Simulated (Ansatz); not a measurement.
Z-matrix (Å, degrees):
```
N
H 1 1.0269
H 1 1.0269 2 103.10
```
Charge 0, spin multiplicity 2.

The numbers are results of frozen-core CCSD(T)/def2-TZVPP // PBE0-D4/def2-TZVP in Ansatz (a quantum-chemistry and plane-wave program), not measurements.

```json
{
  "HF energy": "-55.58867 Ha",
  "MP2 correlation energy": "-0.18407 Ha"
}
```

Q: Estimate the CCSD correlation energy, the (T) correction, the total energy and the T1 diagnostic.

A: 
CCSD correlation energy: -0.20164 Ha
(T) correction: -0.00563 Ha
CCSD(T) total energy: -55.79594 Ha
T1 diagnostic: 0.009
